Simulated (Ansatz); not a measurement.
# CH4BN (SMILES [BH3-][N+]#C), step by step

Aim: a series of 14 runs (HF/STO-3G, UHF/STO-3G, HF/3-21G, UHF/3-21G, HF/6-31G*, B3LYP/6-31G*, MP2/6-31G*) of CH4BN. 

Program for the calculation: Ansatz 0.2.0.

### Step 1. The molecule

CH4BN has 7 atoms, charge 0, and is taken as a singlet. As SMILES, `[BH3-][N+]#C`. The shape is that of a GFN2-xTB optimisation. The run starts from this shape.

Bond lengths: B1–N2 1.446 Å, N2–C3 1.149 Å, B1–H4 1.191 Å, B1–H5 1.191 Å, B1–H6 1.191 Å, C3–H7 1.052 Å. Angles: B1–N2–C3 179.8°, N2–B1–H4 105.9°, N2–B1–H5 105.9°, N2–B1–H6 105.8°, N2–C3–H7 179.8°, H4–B1–H5 112.8°, H4–B1–H6 112.8°, H5–B1–H6 112.8°.

### Step 2. A structure relaxation at HF/STO-3G (run 1)

File job.yaml:

```yaml
crystal:
  periodic: [false, false, false]
  atoms:
    - {symbol: B, position_ang: [-0.679270, 0.619350, -0.271430]}
    - {symbol: "N", position_ang: [0.343100, -0.317340, 0.137940]}
    - {symbol: C, position_ang: [1.158210, -1.058740, 0.463380]}
    - {symbol: H, position_ang: [-1.600190, -0.041380, -0.638300]}
    - {symbol: H, position_ang: [-0.196850, 1.266380, -1.147890]}
    - {symbol: H, position_ang: [-0.931780, 1.266950, 0.696120]}
    - {symbol: H, position_ang: [1.906790, -1.735220, 0.760180]}
basis:
  gaussian:
    orbitals: STO-3G
hamiltonian:
  xc: hf
relax:
  f_tol: 0.002
output: {orbitals: {seedname: orbitals}}
```

The run is started by

```console
$ ansatz run job.yaml --threads 1 --pin off --max-ram 2610MiB --events-out events.jsonl --progress --plain --runs-dir runs
```

Log:

```text
Warning: RAYON_NUM_THREADS=1 ignored (pool sized by the plan → 1); use --threads N
The last accepted step is kept in runs//last_step.txt (removed where the run ends without a failure and the disk answers)
[... 56 lines left out ...]
Total energy: -3204.93670164 eV, -117.7792514011 hartree
[... 7 lines left out ...]
Dipole moment:     0.910783    -0.831186     0.363593 e Å
```

Run time: 1.7 s. Hardware: 1 thread of AMD EPYC 9R45 (Zen 5), shared host; peak memory 0.13 GiB.

Step by step:

```csv
step,energy from the first frame kept (eV),largest force (eV/Å)
1,0.0000,4.9819
2,-0.2938,2.4996
3,-0.4105,0.8911
4,-0.3720,4.1543
5,-0.4301,0.0964
6,-0.4305,0.0048
7,-0.4305,0.0010
```

After the run. Bond lengths: B1–N2 1.668 Å, N2–C3 1.147 Å, B1–H4 1.162 Å, B1–H5 1.162 Å, B1–H6 1.162 Å, C3–H7 1.077 Å. Angles: B1–N2–C3 180.0°, N2–B1–H4 102.7°, N2–B1–H5 102.7°, N2–B1–H6 102.7°, N2–C3–H7 180.0°, H4–B1–H5 115.3°, H4–B1–H6 115.3°, H5–B1–H6 115.3°.

### Step 3. The harmonic vibrations at HF/STO-3G (run 2)

File in.yaml:

```yaml
basis:
  gaussian:
    orbitals: STO-3G
crystal:
  periodic: [false, false, false]
  atoms:
    - {symbol: B, position_ang: [-0.770297, 0.702974, -0.307512]}
    - {symbol: "N", position_ang: [0.411240, -0.375362, 0.164171]}
    - {symbol: C, position_ang: [1.224200, -1.117220, 0.488716]}
    - {symbol: H, position_ang: [-1.631652, 0.003147, -0.650644]}
    - {symbol: H, position_ang: [-0.246804, 1.299550, -1.155738]}
    - {symbol: H, position_ang: [-0.973912, 1.300433, 0.667688]}
    - {symbol: H, position_ang: [1.987235, -1.813522, 0.793319]}
hamiltonian:
  xc: hf
phonons:
  temperatures: {t_min: 298.15, t_max: 298.15, t_step: 1}
```

The run is started by

```console
$ ansatz run in.yaml --threads 1 --pin off --max-ram 2610MiB --events-out events.jsonl --progress --plain --runs-dir runs
```

Log:

```text
Warning: RAYON_NUM_THREADS=1 ignored (pool sized by the plan → 1); use --threads N
[... 232 lines left out ...]
Total energy: -3204.93667335 eV, -117.7792503614 hartree
[... 7 lines left out ...]
Dipole moment:     0.910784    -0.831187     0.363593 e Å
Vibrations: 276.72 276.80 539.39 927.38 927.44 1118.68 1118.70 1458.22 1530.60 1530.61 2607.70 3069.01 3261.24 3261.26 3881.89 cm⁻¹, zero-point energy 1.598505 eV
```

Wall time 5.4 s (1 thread of AMD EPYC 9R45 (Zen 5), shared host).

Runs 3 to 5 aren't shown in full; the table further down has their settings and results.

### Step 4. The harmonic vibrations at HF/3-21G (run 6)

File input.yaml:

```yaml
crystal:
  periodic: [false, false, false]
  atoms:
    - symbol: B
      position_ang: [-0.770592, 0.703302, -0.307636]
    - symbol: "N"
      position_ang: [0.434922, -0.396941, 0.173630]
    - symbol: C
      position_ang: [1.235069, -1.127213, 0.493063]
    - symbol: H
      position_ang: [-1.663893, -0.017502, -0.663502]
    - symbol: H
      position_ang: [-0.232343, 1.322642, -1.185638]
    - symbol: H
      position_ang: [-0.983995, 1.323573, 0.699294]
    - symbol: H
      position_ang: [1.980841, -1.807861, 0.790789]
basis:
  gaussian:
    orbitals: 3-21G.json
magnetization:
  spin_polarized: false
hamiltonian:
  xc: hf
phonons:
  temperatures: {t_min: 298.15, t_max: 298.15, t_step: 1}
```

The basis set 3-21G is read from a file made from the Basis Set Exchange's data (not shown).

The run is started by

```console
$ ansatz run input.yaml --threads 1 --pin off --max-ram 2610MiB --events-out events.jsonl --progress --plain --runs-dir runs
```

Log:

```text
Warning: RAYON_NUM_THREADS=1 ignored (pool sized by the plan → 1); use --threads N
[... 149 lines left out ...]
Total energy: -3227.63347973 eV, -118.6133426114 hartree
[... 7 lines left out ...]
Dipole moment:     0.972408    -0.887490     0.388204 e Å
Vibrations: 269.65 269.68 407.26 980.58 980.59 1027.24 1027.26 1250.51 1280.22 1280.23 2457.62 2597.38 2666.81 2666.81 3671.38 cm⁻¹, zero-point energy 1.415479 eV
```

Run time: 4.8 s. Hardware: 1 thread of AMD EPYC 9R45 (Zen 5), shared host; peak memory 0.1 GiB.

Runs 7 to 13 aren't shown in full; the table further down has their settings and results.

### Step 5. The harmonic vibrations at MP2/6-31G(d) (Cartesian functions) (run 14)

File in.yaml:

```yaml
basis:
  gaussian:
    orbitals: "6-31G*"
crystal:
  periodic: [false, false, false]
  atoms:
    - {symbol: B, position_ang: [-0.741706, 0.676908, -0.296100]}
    - {symbol: "N", position_ang: [0.387968, -0.354119, 0.154886]}
    - {symbol: C, position_ang: [1.214071, -1.108107, 0.484729]}
    - {symbol: H, position_ang: [-1.647799, -0.031864, -0.657074]}
    - {symbol: H, position_ang: [-0.216548, 1.307955, -1.179082]}
    - {symbol: H, position_ang: [-0.968033, 1.308888, 0.705422]}
    - {symbol: H, position_ang: [1.972057, -1.799660, 0.787220]}
correlation:
  method: mp2
phonons:
  temperatures:
    t_min: 298.15
    t_max: 298.15
    t_step: 1
```

The run is started by

```console
$ ansatz run in.yaml --threads 1 --pin off --max-ram 2610MiB --events-out events.jsonl --progress --plain --runs-dir runs
```

Log:

```text
Warning: RAYON_NUM_THREADS=1 ignored (pool sized by the plan → 1); use --threads N
[... 41 lines left out ...]
3 core orbitals not correlated: weight in the atoms' cores, before any rotation towards them, 1.000 or more for the frozen orbitals, at most 0.000 for the correlated occupied ones
[... 71 lines left out ...]
3 core orbitals not correlated: weight in the atoms' cores, before any rotation towards them, 1.000 or more for the frozen orbitals, at most 0.000 for the correlated occupied ones
[... 71 lines left out ...]
3 core orbitals not correlated: weight in the atoms' cores, before any rotation towards them, 1.000 or more for the frozen orbitals, at most 0.000 for the correlated occupied ones
[... 72 lines left out ...]
3 core orbitals not correlated: weight in the atoms' cores, before any rotation towards them, 1.000 or more for the frozen orbitals, at most 0.000 for the correlated occupied ones
[... 69 lines left out ...]
Dipole moment:     0.904558    -0.825519     0.361104 e Å
[... 1 line left out ...]
Checks for a lower state left out: cluster_reference
```

It took 20 s on 1 thread of AMD EPYC 9R45 (Zen 5), shared host; peak memory 0.13 GiB.

### Step 6. Overview of the runs

```csv
run,level,task,walk f tol,partner,energy (Eh),dipole moment (D),wall time
1,HF/STO-3G,optimise,0.002,base,-117.779251,6.17,1.7 s
2,HF/STO-3G,frequencies,–,base,-117.779250,6.17,5.4 s
3,UHF/STO-3G,energy,–,cation,-117.431030,–,0.3 s
4,UHF/STO-3G,optimise,–,cation,-117.485929,–,2.7 s
5,HF/3-21G,optimise,0.002,base,-118.613343,6.59,2.3 s
6,HF/3-21G,frequencies,–,base,-118.613343,6.59,4.8 s
7,UHF/3-21G,energy,–,cation,-118.239453,–,0.63 s
8,UHF/3-21G,optimise,–,cation,-118.295398,–,5.7 s
9,HF/6-31G* (Cartesian functions),optimise,0.002,base,-119.275907,6.56,4.2 s
10,HF/6-31G* (Cartesian functions),frequencies,–,base,-119.275907,6.56,14 s
11,B3LYP/6-31G* (Cartesian functions),optimise,0.002,base,-120.069444,5.68,6.3 s
12,B3LYP/6-31G* (Cartesian functions),frequencies,–,base,-120.069444,5.68,25 s
13,MP2/6-31G* (Cartesian functions),optimise,0.002,base,-119.651593,6.13,4.8 s
14,MP2/6-31G* (Cartesian functions),frequencies,–,base,-119.651593,6.13,20 s
```

### Step 7. Outcome

| quantity | value |
| --- | --- |
| run 14, MP2/6-31G*: total energy | -119.65159 Eh |
| run 14, MP2/6-31G*: dipole moment (correlated density) | 6.13 D |
| run 14, MP2/6-31G*: correlation energy (3 core orbitals frozen) | -381.6 mEh |
| run 14, MP2/6-31G*: largest force on an atom | 0.000 eV/Å |
| run 14, MP2/6-31G*: lowest harmonic wavenumber | 282 cm⁻¹ |
| run 14, MP2/6-31G*: highest harmonic wavenumber | 3516 cm⁻¹ |
| run 14, MP2/6-31G*: zero-point energy | 128.3 kJ/mol |
| vertical ionisation energy (to the doublet cation), HF/STO-3G | 9.476 eV |
| vertical ionisation energy (to the doublet cation), HF/3-21G | 10.174 eV |
| adiabatic ionisation energy (to the doublet cation, no zero-point term), HF/STO-3G | 7.982 eV |
| adiabatic ionisation energy (to the doublet cation, no zero-point term), HF/3-21G | 8.652 eV |

**Reading.** At HF/STO-3G: the vertical ionisation energy comes to 9.48 eV (914 kJ/mol). In a minimal basis such a difference can be off by several eV, whatever the method. At HF/3-21G: removing an electron at fixed nuclei costs 10.17 eV (235 kcal/mol). At HF/STO-3G: the adiabatic ionisation energy (to the doublet cation, no zero-point term) is 7.98 eV (184 kcal/mol). At HF/3-21G: the adiabatic ionisation energy (to the doublet cation, no zero-point term) is 8.65 eV (835 kJ/mol). The second species lost a bond as it relaxed, so this leads to another structure. In runs 1, 2, 3, 4 the basis is minimal, so the values are rough. All runs together took 98 s, the longest 25 s.
